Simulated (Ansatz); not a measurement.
## Worked example: H2CO + C3H7NO → CH3NO + C3H6O

Species: H2CO (formaldehyde) `C=O`, singlet; C3H7NO `NCC1CO1`, singlet; CH3NO (formamide) `NC=O`, singlet; C3H6O `CC1CO1`, singlet. The partners trade H for NH2; both sit on C, so the bond types are kept.

Shapes, held fixed at every level: PBE0-D4/def2-TZVP. Flexible molecules stand in one conformer, not always the lowest. Programs: Ansatz 0.2.0. Electronic energies: no zero-point or thermal term.

At CCSD(T)/CBS estimate; 1 Eh = 2625.50 kJ/mol:

| species | energy (Eh) |
| --- | --- |
| H2CO | -114.394077 |
| C3H7NO | -248.190614 |
| CH3NO | -169.734352 |
| C3H6O | -192.894737 |

Question: Work out ΔE of the reaction at this level.

Answer: 
1. Products less reactants: (-169.734352) + (-192.894737) − [(-114.394077) + (-248.190614)] = -0.044398 Eh = -116.6 kJ/mol.

Other levels give -134.2 (PBE-D4/def2-TZVPP) to -114.0 kJ/mol (CCSD/def2-TZVPP). No measured value is set beside it here. The CBS estimate extrapolates MP2 from def2-TZVPP and def2-QZVPP and adds CCSD(T) − MP2 in the triple-zeta set, cores frozen.
